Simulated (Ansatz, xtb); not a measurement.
## Isomers of H3NO2S in order of energy

3 gas-phase structures of H3NO2S, found in a search over its isomers (lower ones may exist). Each was relaxed with GFN2-xTB:

A. `N[S@](=O)O`, a singlet
B. `N=S(O)O`, a singlet
C. `ONSO`, a singlet

**Question.** Which do you expect lowest at r2SCAN-D4/def2-SVP, and how would the others follow?

**Answer.** Calculated order at r2SCAN-D4/def2-SVP: A (0.0), B (17.6), C (29.2) kcal/mol.

Energies above the lowest of each column, in kcal/mol; the last columns are at B3LYP-D3(BJ)/6-311G** geometries and were run for some of them only (a dash: not run or not comparable):

```csv
structure,GFN2-xTB,HF/STO-3G,r2SCAN-D4/def2-SVP,B3LYP-D3(BJ)/6-311G**,CCSD(T)/def2-TZVP
A,0.0,84.0,0.0,0.0,0.0
B,19.3,85.3,17.6,18.6,20.2
C,44.3,0.0,29.2,–,–
```

CCSD(T)/def2-TZVP puts A lowest of those it was run on; HF/STO-3G picks C. Some further structures that were screened fall inside this span and aren't listed. Flexible structures stand in one conformer each, not always the lowest. Frequencies (B3LYP-D3(BJ)/6-311G**) were run for A, B alone.

Programs: Ansatz 0.2.0, xtb 6.7.1 (Pople sets with spherical d functions).
